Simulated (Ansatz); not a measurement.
C₅H₁₂S, SMILES `CCCCCS`, relaxed with RKS PBE-D4/def2-SVP in Ansatz 0.2.0 from a rough embedded geometry. The force threshold is 0.03 eV/Å; the program also tests the step.

Total charge 0; spin multiplicity 1.

Start:

```xyz
18

C    -2.483   -0.753    0.069
C    -1.172   -0.268   -0.537
C     0.018   -0.627    0.351
C     1.368   -0.273   -0.272
C     1.639    1.223   -0.339
S     1.692    2.013    1.307
H    -2.472   -1.835    0.187
H    -2.640   -0.303    1.047
H    -3.322   -0.487   -0.570
H    -1.038   -0.721   -1.523
H    -1.223    0.814   -0.670
H    -0.079   -0.113    1.310
H    -0.002   -1.701    0.546
H     2.165   -0.749    0.308
H     1.416   -0.671   -1.290
H     2.590    1.426   -0.833
H     0.848    1.748   -0.872
H     2.696    1.278    1.782
```

```csv
step,energy (eV),largest force (eV/Å),largest move (Å)
1,-16197.0942,0.825,0.000
2,-16197.2062,0.295,0.099
3,-16197.2193,0.052,0.050
4,-16197.2207,0.034,0.024
5,-16197.2224,0.017,0.064
6,-16197.2238,0.076,0.139
7,-16197.2244,0.040,0.011
8,-16197.2245,0.004,0.012
```

End:

```xyz
18

C    -2.495   -0.718    0.099
C    -1.165   -0.232   -0.481
C     0.049   -0.713    0.320
C     1.407   -0.312   -0.270
C     1.665    1.194   -0.379
S     1.506    2.134    1.193
H    -2.544   -1.827    0.125
H    -2.632   -0.358    1.140
H    -3.359   -0.359   -0.495
H    -1.069   -0.572   -1.537
H    -1.170    0.879   -0.519
H    -0.020   -0.317    1.357
H     0.014   -1.821    0.406
H     2.219   -0.771    0.336
H     1.513   -0.744   -1.292
H     2.665    1.390   -0.818
H     0.926    1.680   -1.049
H     2.489    1.467    1.864
```

Run time 23 s (2 threads of an AMD EPYC 7R13 on a shared host); peak host memory 0.24 GiB.
